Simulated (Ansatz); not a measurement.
# MgS₂ (triplet): the correlation ladder, cc-pVDZ

The task here is to estimate one member of a computed series from the others.

Method: cc-pVDZ, core rule «outside noble gas», up to 15 orbitals frozen; program: Ansatz 0.2.0, Gaussian basis.

The runs, in order: UHF; CCSD(T) on ROHF; CCSD(T) on UHF; BCCD(T) on ROHF; CISD; CCSDT(Q) on ROHF; CCSDT(Q) on UHF.

34 further runs of the same task are left out: 10 for a known fault of the program, 17 that didn't finish, 7 set aside as unsound or not needed.

## The system

The geometry is a PBE0/def2-TZVP stationary point (not a proven minimum) of the parent state, kept for this charge and spin.

3 atoms, charge 0, spin multiplicity 3.

Atoms are counted from 1 here; the program's logs count them from 0.

Bond lengths: Mg1–S2 2.272 Å, Mg1–S3 2.272 Å. Angles: S2–Mg1–S3 180.0°.

Set-up of the first run:

Contents of in.yaml:

```yaml
crystal:
  periodic: [false, false, false]
  atoms:
    - {symbol: Mg, position_ang: [0.000000, 0.000000, 0.000000]}
    - {symbol: S, position_ang: [0.000000, 0.000000, -2.272493]}
    - {symbol: S, position_ang: [0.000000, 0.000000, 2.272493]}
basis:
  gaussian: {orbitals: cc-pVDZ}
magnetization: {spin_polarized: true, initial_magnetization: 2}
hamiltonian: {xc: hf}
output: {orbitals: {seedname: orbitals}}
```

On the command line:

```console
ansatz run in.yaml --threads 1 --pin off --events-out ev --progress --plain --max-ram 2393MiB
```

Among the steps run: UHF; CCSD(T) on ROHF; CCSD(T) on UHF; BCCD(T) on ROHF; CISD; CCSDT(Q) on ROHF; CCSDT(Q) on UHF.

One of the session's tables, all rows but one given; the rest of the session is left out.

| method | from UCCSDT(Q) (meV) |
| --- | --- |
| ROHF | +7551.6 |
| UHF | +7351.5 |
| RMP2 | +1141.1 |
| UMP2 | +1169.2 |
| CISD | +891.3 |
| RCCSD | +207.3 |
| UCCSD | +202.1 |
| RCCSD(T) | ? |
| UCCSD(T) | +45.1 |
| BCCD(T) | +45.2 |
| RCCSDT | +16.1 |
| UCCSDT | +15.7 |
| RCCSDT(Q) | +0.7 |
| UCCSDT(Q) | 0 |

**Question.** Estimate the row for RCCSD(T).

As computed: from UCCSDT(Q) (meV): +45.5. In the column «from UCCSDT(Q) (meV)» it lies between BCCD(T) (+45.2) and UCCSD (+202.1).

To keep in mind: Restricted and unrestricted rows rest on different reference determinants; where their highest levels disagree by more than a few hundredths of an eV, they describe different states and don't form one ladder.
